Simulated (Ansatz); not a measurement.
# CH5BO: the cost of one run

Method: RKS r2SCAN-D4/def2-SVP, in Ansatz 0.2.0.

### 1 The system as given

Bond lengths: C1–B2 1.522 Å, B2–O3 1.458 Å, C1–H4 1.059 Å, C1–H5 1.135 Å, C1–H6 1.163 Å, B2–H7 1.212 Å, O3–H8 0.999 Å. Angles: C1–B2–O3 118.9°, C1–B2–H7 120.3°, O3–B2–H7 120.8°, B2–C1–H4 112.0°, B2–C1–H5 113.1°, B2–C1–H6 111.7°, H4–C1–H5 106.5°, H4–C1–H6 107.2°, H5–C1–H6 105.8°, B2–O3–H8 103.0°.

As a file:

```xyz
8

C    -0.5444    0.6393   -0.3111
B     0.5593   -0.1464    0.3816
O     0.3031   -1.5272    0.7722
H    -1.4241    0.0626   -0.4360
H    -0.2492    1.0061   -1.3434
H    -0.8384    1.5896    0.2916
H     1.6352    0.3683    0.5944
H     0.6508   -2.0495   -0.0051
```

### 2 Relaxing end A

Input file input.yaml:

```yaml
crystal:
  periodic: [false, false, false]
  atoms:
    - { symbol: C, position_ang: [-0.5444, 0.6393, -0.3111] }
    - { symbol: B, position_ang: [0.5593, -0.1464, 0.3816] }
    - { symbol: O, position_ang: [0.3031, -1.5272, 0.7722] }
    - { symbol: H, position_ang: [-1.4241, 0.0626, -0.436] }
    - { symbol: H, position_ang: [-0.2492, 1.0061, -1.3434] }
    - { symbol: H, position_ang: [-0.8384, 1.5896, 0.2916] }
    - { symbol: H, position_ang: [1.6352, 0.3683, 0.5944] }
    - { symbol: H, position_ang: [0.6508, -2.0495, -0.0051] }
basis:
  gaussian: { orbitals: def2-SVP }
hamiltonian:
  xc: r2scan
  dispersion: d4
relax:
  f_tol: 0.015
  max_steps: 40
```

Run with:

```
$ ansatz run input.yaml --threads 1 --pin off --max-ram 2048MiB --backend cpu --events-out ev --progress --plain --runs-dir out
```

Q: Estimate wall time and peak memory on 1 thread of Intel Xeon at 2.70GHz, shared host.

About 29 s, with a peak of 0.15 GiB.
